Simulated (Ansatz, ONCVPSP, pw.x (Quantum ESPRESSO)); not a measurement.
tungsten (bcc): variants of one ONCV potential in the solid

W (Z = 74), optimised norm-conserving Vanderbilt (ONCV), made with ONCVPSP 4.0.1.1 (patched build) (PBEsol, scalar-relativistic). Core [Kr] 4d10 4f14, reference 5s2 5p6 5d4 6s2. Waves: 5s+6s: rc 1.80 bohr, ncon 4, nbas 8, qcut 5.7 1/bohr, 3 projectors, debl 2.7 Ha; 5p: rc 1.45 bohr, ncon 4, nbas 7, qcut 10.4 1/bohr, 3 projectors, debl 1.5 Ha; 5d: rc 2.50 bohr, ncon 5, nbas 10, qcut 5.8 1/bohr, 2 projectors, debl 3.3 Ha. Local part: polynomial inside 1.30 bohr (lpopt 5, dvloc0 4 Ha). Core correction: none.

In the p channel the program set the typed energies aside and used -1.588, 0.250, 1.750 Ha.

Crystal test: bcc W in pw.x 7.5, no spin, 15³ k-points, Fermi–Dirac smearing 0.01 Ry, cutoffs set for each file from its atomic test. The reference is all-electron LAPW (Ansatz 0.2.0) with the same functional, mesh and smearing; V0 and B0 come from Birch–Murnaghan fits to the pressures at five volumes. Errors are pseudo minus all-electron; Δ is the rms difference of the E(V) curves that follow from these fits, minima aligned, over ±6 % about the mean V0. Mesh and smearing are coarse, so the numbers serve the comparison and aren't converged zero-temperature values; the lattice is a test structure that the element need not adopt.

All-electron: a0 = 3.155 Å (V0 = 15.70 Å³/atom), B0 = 321.1 GPa.

2 further variants are left out: they gave no file fit for a test, a broken result, the same result as the base, or pressures whose basis-set error rivals the error shown.

| change | cutoffs (Ry) | pw.x | a0 (Å) | a0 error (%) | B0 error (%) | Δ (meV/atom) | mean pressure error (GPa) |
| --- | --- | --- | --- | --- | --- | --- | --- |
| base | 95/380 | converged; energies reset by the program | 3.144 | -0.33 | -0.1 | 10.8 | -3.14 |
| all radii scaled by about 1.08 (s 1.94, p 1.56, d 2.70 bohr); local potential polynomial inside 1.40 bohr (lpopt 5, dvloc0 4 Ha) | 90/360 | converged; energies reset by the program | 3.149 | -0.18 | -0.6 | 6.0 | -1.74 |
| all radii scaled by about 1.17 (s 2.10, p 1.70, d 2.92 bohr); local potential polynomial inside 1.52 bohr (lpopt 5, dvloc0 4 Ha) | 90/360 | converged; energies reset by the program | 3.147 | -0.26 | -0.4 | 8.6 | -2.49 |
| all radii scaled by about 1.30 (s 2.34, p 1.88, d 3.24 bohr); local potential polynomial inside 1.68 bohr (lpopt 5, dvloc0 4 Ha) | 75/300 | converged; energies reset by the program | 3.150 | -0.15 | -1.0 | 5.0 | -1.46 |
